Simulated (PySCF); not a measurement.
# Two structures, one formula

The two ends of one reaction step of SiH5ClO, singlet (PBE0-D4/def2-TZVP).

A:

```json
{"atom": "Si1", "x (Å)": "-0.8910", "y (Å)": "0.3040", "z (Å)": "-0.8184"}
{"atom": "O2", "x (Å)": "1.3953", "y (Å)": "-0.9501", "z (Å)": "0.9841"}
{"atom": "H3", "x (Å)": "-1.5056", "y (Å)": "-0.4472", "z (Å)": "0.2963"}
{"atom": "H4", "x (Å)": "0.0408", "y (Å)": "-0.5219", "z (Å)": "-1.6110"}
{"atom": "H5", "x (Å)": "-1.9505", "y (Å)": "0.8667", "z (Å)": "-1.6900"}
{"atom": "H6", "x (Å)": "1.6513", "y (Å)": "-0.0233", "z (Å)": "1.0006"}
{"atom": "Cl7", "x (Å)": "0.1355", "y (Å)": "1.9269", "z (Å)": "-0.0461"}
{"atom": "H8", "x (Å)": "1.1248", "y (Å)": "-1.1503", "z (Å)": "1.8831"}
```

B:

```tsv
atom	x (Å)	y (Å)	z (Å)
Si1	-0.7604	-0.8278	-0.2739
O2	0.2295	0.1214	0.6661
H3	-0.6947	-2.2443	0.1695
H4	-0.2412	-0.6827	-1.6503
H5	-2.1689	-0.3625	-0.1901
H6	1.3404	1.4484	0.0477
Cl7	2.1019	2.4033	-0.3959
H8	0.0662	0.1513	1.6105
```

Computed with PySCF 2.14 with density fitting (its default auxiliary sets; JK sets also for MP2 and CCSD(T)) (basis: def2-TZVPP); correlated methods freeze the cores. B3LYP uses VWN-RPA correlation.

Question: Which structure is lower at CCSD(T), and by how much? (To be estimated.)

Answer: The calculation gives: B, by 0.022 eV (electronic energy, against the other); a gap this small isn't resolved in one triple-zeta basis. By their contacts, A is a complex of SiH₃Cl ([SiH3][Cl]) + H₂O and B is a complex of SiH₄O ([OH][SiH3]) + HCl.

Question: Do the other methods give the same order? (Judge from chemistry; the calculation decides.)

Answer: The calculation gives: Not all: PBE-D4, r2SCAN-D4, PBE0-D4, wB97M-V give the other order.

```json
{"method": "SPW92", "E(B) − E(A) (eV)": "-0.048"}
{"method": "PBE-D4", "E(B) − E(A) (eV)": "0.045"}
{"method": "r2SCAN-D4", "E(B) − E(A) (eV)": "0.015"}
{"method": "PBE0-D4", "E(B) − E(A) (eV)": "0.046"}
{"method": "B3LYP-D4", "E(B) − E(A) (eV)": "-0.027"}
{"method": "BHLYP-D4", "E(B) − E(A) (eV)": "-0.026"}
{"method": "wB97M-V", "E(B) − E(A) (eV)": "0.035"}
{"method": "HF", "E(B) − E(A) (eV)": "-0.037"}
{"method": "MP2", "E(B) − E(A) (eV)": "-0.011"}
{"method": "CCSD", "E(B) − E(A) (eV)": "-0.027"}
{"method": "CCSD(T)", "E(B) − E(A) (eV)": "-0.022"}
```

No T1 diagnostic of these runs exceeds 0.010.

Labels in which every atom is bracketed show which atoms are joined, not bond orders.

For scale, one of the runs: CCSD(T)/def2-TZVPP, 185 basis functions, launched by `OMP_NUM_THREADS=4 python run.py`. The run took 100 s on 4 CPU threads of an AMD EPYC 9R45 (shared host), with 1.9 GiB of host memory at its peak.
